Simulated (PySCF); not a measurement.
# NO and its ions

PW91; N def2-TZVPPD, O def2-TZVPPD; no relativity (PySCF 2.14). Neutral (UKS): doublet (π ↑), Re = 1.157 Å, ωe = 1891 cm⁻¹, De = 7.43 eV, HOMO -4.62 eV, LUMO -4.33 eV.

NO⁺ (UKS): singlet (closed shell), Re = 1.069 Å, ωe = 2366 cm⁻¹, De = 11.99 eV to N + O⁺. The energies at the minima are -129.91246 hartree for NO and -129.56097 for NO⁺.

(1) Work out the adiabatic ionisation energy, without and with harmonic zero-point energies (1 hartree = 27.2114 eV, 1 eV = 8065.5 cm⁻¹), and the change of the bond length.

For an ion De counts to the pair picked by the measured ionisation energies or electron affinities, which need not be the lowest pair at this level. States were picked by a PBE0 search and need not be the measured ground states.

## Answers

(1) At PW91: 0.35149 hartree = 9.565 eV between the minima; the zero-point term (2366.0 − 1891.0)/2 cm⁻¹ = +0.029 eV makes it 9.594 eV. Re changes by -8.8 pm against the neutral. The electron leaves a π orbital, and the shorter bond of the ion fits an antibonding orbital, or a change in how ionic the bond is.
